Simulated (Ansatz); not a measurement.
## How close CCSD(T) comes to the exact answer in a basis

Each species is computed at the geometry given (Å), with frozen cores, in Ansatz 0.2.0: RHF-CCSD(T) for singlets, UHF-CCSD(T) otherwise, and full CI in the same basis. The program picks the determinant by trial CCSD, so it needn't be the lowest Hartree–Fock solution. States: Al2H Π, HAl–AlH A', CH2 A1, H2O⁺ B1, [OH···H···H] A'. Cases whose determinant has another symmetry than full CI's state, or whose (Q) step broke down, weren't drawn.

**Question.** Judging by size, spin and bonding, rank them by the size of CCSD(T)'s error in total energy against full CI in the same basis, smallest first (an estimate).
A. [OH···H···H], doublet, 6-31G: O -0.164 -0.049 0.000; H -0.414 0.877 0.000; H 1.001 -0.049 0.000; H 2.020 -0.049 0.000
B. HAl–AlH, singlet, 6-31G: Al 0.000 -0.152 1.310; Al 0.000 0.155 -1.307; H 0.000 1.043 2.207; H 0.000 -1.142 -2.281
C. Al$_{2}$H, doublet, 6-31G: Al 0.000 0.000 -0.304; Al 0.000 0.000 -2.981; H 0.000 0.000 3.284
D. CH2, singlet, cc-pVDZ: C 0.000 -0.180 0.000; H 0.000 1.074 -1.537; H 0.000 1.074 1.537
E. H₂O⁺, doublet, cc-pVDZ: O 0.000 -0.092 0.000; H 0.000 0.727 -0.581; H 0.000 0.727 0.581

**Answer.** E (14.2 meV), A (18.9 meV), D (27.3 meV), B (35.8 meV), C (71.5 meV).

| species | basis | correlated electrons | CCSD(T) − full CI (meV) | CCSDT(Q) − full CI (meV) | unpaired electrons (full CI) | T1 | ⟨S²⟩ of the determinant |
| --- | --- | --- | --- | --- | --- | --- | --- |
| H2O⁺, doublet | cc-pVDZ | 7 | 14.2 | -0.7 | 1.02 | 0.009 | 0.76 |
| [OH···H···H], doublet | 6-31G | 9 | 18.9 | -0.2 | 1.03 | 0.020 | 0.80 |
| CH2, singlet | cc-pVDZ | 6 | 27.3 | -4.0 | 0.76 | 0.035 | 0.00 |
| HAl–AlH, singlet | 6-31G | 8 | 35.8 | 1.8 | 0.28 | 0.030 | 0.00 |
| Al2H, doublet | 6-31G | 7 | 71.5 | 9.7 | 2.72 | 0.024 | 1.75 |

Unpaired electrons are Σ n²(2−n)² over natural occupations; an open shell counts its own unpaired electrons too. Frozen cores follow each run's orbitals, which moves totals by a few meV. No single determinant describes Al2H, doublet well, by full CI's occupations.
